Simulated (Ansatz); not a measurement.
A calculation with Ansatz (development build ahead of 0.2.0).

```yaml
crystal:
  periodic: [false, false, false]
  atoms:
    - { symbol: Si, position_ang: [0.0, 0.0, 0.0] }
    - { symbol: H, position_ang: [2.54677, 0.0, 1.47038] }
    - { symbol: H, position_ang: [-2.03, 0.0, 1.17202] }
basis:
  gaussian: { orbitals: "6-31G" }
total_charge: 1
magnetization:
  initial_magnetization: 1
hamiltonian:
  xc: hf
correlation:
  method: fci
  frozen_orbitals: { H: 0, Si: 5 }
```

The input is written out in the form of the current development build from the run's settings.

Results

```
Converged    : yes
Total energy : -289.61700 hartree
State        : lowest doublet root, of any spatial symmetry
```
